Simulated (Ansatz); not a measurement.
**CH (doublet): the correlation ladder at distance C1–H2 = 2.963 Å, cc-pVTZ**

Aim: climb from Hartree-Fock through coupled cluster and multireference methods for CH (doublet) at one geometry and basis, and see what each rung misses.

Computed with Ansatz 0.2.0, Gaussian basis. Level: cc-pVTZ, core rule «outside noble gas», up to 1 orbitals frozen.

Plan: UHF; CCSD(T) on ROHF; CCSD(T) on UHF; BCCD(T) on ROHF; CISD; CCSDT(Q) on ROHF; CCSDT(Q) on UHF; CASSCF and MRCISD+Q, 3 electrons in 3 orbitals; CASSCF and NEVPT2, 3 electrons in 3 orbitals; CASSCF and MRCISD+Q, 5 electrons in 5 orbitals; CASSCF and MRCISD+Q(relaxed), 5 electrons in 5 orbitals; CASSCF and NEVPT2, 5 electrons in 5 orbitals; Full CI.

16 further runs of the same task are left out: 1 for a known fault of the program, 10 that didn't finish, 5 set aside as unsound or not needed.

## (1) What is computed

The geometry derives from a PBE0/def2-TZVP stationary point (not a proven minimum). One bond is set to the value named and the two fragments are kept rigid.

2 atoms, charge 0, spin multiplicity 2.

Atoms are counted from 1 here; the program's logs count them from 0.

No contacts short enough for the rule that draws bonds.

Coordinates:

```csv
atom,x (Å),y (Å),z (Å)
C1,0.0000,0.0000,0.0000
H2,0.0000,0.0000,2.9630
```

## (2) UHF

Contents of in.yaml:

```yaml
crystal:
  periodic: [false, false, false]
  atoms:
    - {symbol: C, position_ang: [0.000000, 0.000000, 0.000000]}
    - {symbol: H, position_ang: [0.000000, 0.000000, 2.963000]}
basis:
  gaussian: {orbitals: cc-pVTZ}
magnetization: {spin_polarized: true, initial_magnetization: 1}
hamiltonian: {xc: hf}
output: {orbitals: {seedname: orbitals}}
```

Run with:

```console
$ ansatz run in.yaml --threads 1 --pin off --events-out ev --progress --plain --max-ram 2393MiB
```

The runs that follow: CCSD(T) on ROHF; CCSD(T) on UHF; BCCD(T) on ROHF; CISD; CCSDT(Q) on ROHF; CCSDT(Q) on UHF; CASSCF and MRCISD+Q, 3 electrons in 3 orbitals; CASSCF and NEVPT2, 3 electrons in 3 orbitals; CASSCF and MRCISD+Q, 5 electrons in 5 orbitals; CASSCF and MRCISD+Q(relaxed), 5 electrons in 5 orbitals; CASSCF and NEVPT2, 5 electrons in 5 orbitals; Full CI.

Q: Predict the results of all the runs planned. Wanted: FCI below the RHF energy; RMP2 from FCI; UMP2 from FCI; RCCSD from FCI; RCCSD(T) from FCI; UCCSD(T) from FCI; RCCSDT(Q) from FCI; UCCSDT(Q) from FCI; NEVPT2 pair from FCI.

**Answer**, as computed:

```
                         quantity                                                                                                       value
         FCI below the RHF energy                                                                                                  -4.9416 eV
                    RMP2 from FCI                                                                                                 +2545.8 meV
                    UMP2 from FCI                                                                                                  +665.0 meV
                   RCCSD from FCI                                                                                                  +169.1 meV
                RCCSD(T) from FCI                                                                                                   +25.1 meV
                UCCSD(T) from FCI                                                                                                   +46.2 meV
               RCCSDT(Q) from FCI                                                                                                    -9.2 meV
               UCCSDT(Q) from FCI                                                                                                    +2.1 meV
             NEVPT2 pair from FCI                                                                                                  +600.0 meV
           MRCISD+Q pair from FCI                                                                                                   -40.1 meV
          NEVPT2 valence from FCI                                                                                                  +432.6 meV
levels within 1 kcal/mol (43 meV)  RCCSD(T), RCCSDT, UCCSDT, RCCSDT(Q), UCCSDT(Q), MRCISD+Q pair, MRCISD+Q valence, MRCISD+Q(relaxed) valence
                    T1 diagnostic                                                                                                       0.358
   effectively unpaired electrons                                                                                                        2.83
```

**Reading.** RCCSD(T) lands +25.1 meV from the yardstick (0.5 % of the correlation energy). CCSD(T) misses by +25.1 meV on the restricted determinant and by +46.2 meV on the unrestricted one; the two need not hold the same state or core. RCCSDT(Q), MRCISD+Q pair, MRCISD+Q valence, MRCISD+Q(relaxed) valence fall below full CI, which methods that aren't variational can do. With 2.8 effectively unpaired electrons against 1 the state is strongly multireference. Coupled cluster on one determinant still stays close here. Of the multireference levels listed MRCISD+Q valence comes nearest in total energy (-15.3 meV), which doesn't show that its space is the better one. Coupled cluster took another determinant than the lowest Hartree-Fock one. These misses are within one basis, not against nature; the frozen cores of restricted and unrestricted runs differ, which can shift their rows.
